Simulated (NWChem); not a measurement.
**BF₃**

```xyz
4

B      0.0000     0.0000     0.0000
F      0.0000     0.0000     1.3232
F      1.1460     0.0000    -0.6616
F     -1.1460     0.0000    -0.6616
```
Charge 0, spin multiplicity 1.

All runs are NWChem calculations. Structure: optimised with PBE/def2-SVP, a minimum by its harmonic frequencies.

Symmetry labels belong to the abelian group C2v used in the runs, with the axes of the coordinates shown; states degenerate in a higher group split over its labels.

The structure started from a generated list of species.

List the lowest 6 singlet excitations that CIS/def2-SVP gives, with oscillator strengths.


| state | symmetry | energy (eV) | wavelength (nm) | f |
|---|---|---|---|---|
| 1 | a2 | 13.67 | 91 | 0.000 |
| 2 | b2 | 14.59 | 85 | 0.000 |
| 3 | a2 | 14.59 | 85 | 0.000 |
| 4 | b1 | 14.61 | 85 | 0.000 |
| 5 | b1 | 15.19 | 82 | 0.009 |
| 6 | a1 | 15.19 | 82 | 0.009 |
